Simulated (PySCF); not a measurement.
Screening by computed properties: pick the candidate that meets the target.

Each SMILES stands for a single optimised conformer of the isolated species, non-relativistic unless stated. Electronic properties by PySCF.

The conformers computed, where there is a choice (atom-mapped SMILES and torsion angles):
- `[CH3:1][CH2:2][CH2:3][CH2:4][PH:5][CH3:6]`: C1–C2–C3–C4 180°, C2–C3–C4–P5 -178°, C3–C4–P5–C6 -170°
- `[CH3:1][S:2](=[O:3])(=[O:4])[CH2:5][CH2:6][NH2:7]`: C1–S2–C5–C6 -69°, S2–C5–C6–N7 80°, H–N7–C6–C5 69°, H–N7–C6–C5 -172°

The conformers of `O[C@H]1C=NCCC1` aren't listed.

Question: Wanted: lowest singlet excitation between 4.8 eV and 6.6 eV (TDDFT wB97X-D/def2-SVPD) and HOMO–LUMO gap below 10.5 eV (wB97X-D/def2-SVPD), at GFN2-xTB geometries. Which candidate meets both?
A. `CC1=C(C)[PH]1=S` (C4H7PS)
B. `C=CC` (C3H6)
C. `CS(=O)(=O)CCN` (C3H9NO2S)
D. `CCCCPC` (C5H13P)
E. `C1C[C@H](C=NC1)O` (C5H9NO)

Answer: A. Computed values:
| species | lowest singlet excitation | HOMO–LUMO gap |
| --- | --- | --- |
| C1C[C@H](C=NC1)O (C5H9NO) | 4.67 eV | 10.18 eV |
| CC1=C(C)[PH]1=S (C4H7PS) | 4.96 eV | 9.42 eV |
| CCCCPC (C5H13P) | 6.47 eV | 10.80 eV |
| CS(=O)(=O)CCN (C3H9NO2S) | 6.81 eV | 11.42 eV |
| C=CC (C3H6) | 7.51 eV | 11.62 eV |

Question: Wanted: HOMO energy below -9 eV (wB97X-D/def2-SVPD) and dipole moment below 3 D (wB97X-D/def2-SVPD), at GFN2-xTB geometries. Which candidate meets both?
A. `CC1=C(C)[PH]1=S` (C4H7PS)
B. `CPCCCC` (C5H13P)
C. `CS(=O)(=O)CCN` (C3H9NO2S)
D. `C=CC` (C3H6)

Answer: D. Computed values:
| species | HOMO energy | dipole moment |
| --- | --- | --- |
| CS(=O)(=O)CCN (C3H9NO2S) | -9.55 eV | 6.06 D |
| C=CC (C3H6) | -9.29 eV | 0.40 D |
| CPCCCC (C5H13P) | -8.58 eV | 1.37 D |
| CC1=C(C)[PH]1=S (C4H7PS) | -8.06 eV | 5.31 D |

Question: Wanted: static isotropic polarisability below 60 au (wB97X-D/def2-SVPD) and electronic spatial extent ⟨r²⟩ about the centre of nuclear charge below 1000 bohr² (wB97X-D/def2-SVPD), at GFN2-xTB geometries. Which candidate meets both?
A. `CC1=C(C)[PH]1=S` (C4H7PS)
B. `CPCCCC` (C5H13P)
C. `C=CC` (C3H6)
D. `CS(=O)(=O)CCN` (C3H9NO2S)

Answer: C. Computed values:
| species | static isotropic polarisability | electronic spatial extent ⟨r²⟩ about the centre of nuclear charge |
| --- | --- | --- |
| C=CC (C3H6) | 38.8 au | 195 bohr² |
| CS(=O)(=O)CCN (C3H9NO2S) | 71.9 au | 917 bohr² |
| CPCCCC (C5H13P) | 89.2 au | 1344 bohr² |
| CC1=C(C)[PH]1=S (C4H7PS) | 94.9 au | 1034 bohr² |
